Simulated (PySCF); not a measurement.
Name the molecule from its bond curve

A diatomic of charge -1 contains C. Its triplet curve at PBE in a double-zeta basis (no relativity, PySCF), in eV from the separated fragments:

```json
{"R (Å)": "1.233", "E (eV)": "-2.640"}
{"R (Å)": "1.291", "E (eV)": "-2.960"}
{"R (Å)": "1.348", "E (eV)": "-3.135"}
{"R (Å)": "1.391", "E (eV)": "-3.200"}
{"R (Å)": "1.434", "E (eV)": "-3.223"}
{"R (Å)": "1.477", "E (eV)": "-3.214"}
{"R (Å)": "1.534", "E (eV)": "-3.167"}
{"R (Å)": "1.606", "E (eV)": "-3.069"}
{"R (Å)": "1.692", "E (eV)": "-2.917"}
{"R (Å)": "1.807", "E (eV)": "-2.684"}
```

The fit gives ωe = 768 cm⁻¹ and the rotational constant Bₑ = 1.102 cm⁻¹.

Task: Which atom is the partner?

Result: The minimum lies at 1.442 Å, so the reduced mass is 16.8576 u Å² cm⁻¹/(Bₑ·Re²) = 7.357 u. With C at 12.00 u the partner weighs about 19.0 u: F. The molecule is CF⁻.

The highest Kohn–Sham level is positive in this anion. Much of that is self-interaction error, but it also means that the finite basis helps to hold the extra electron. The state was picked by a PBE0 search and need not be the measured ground state.
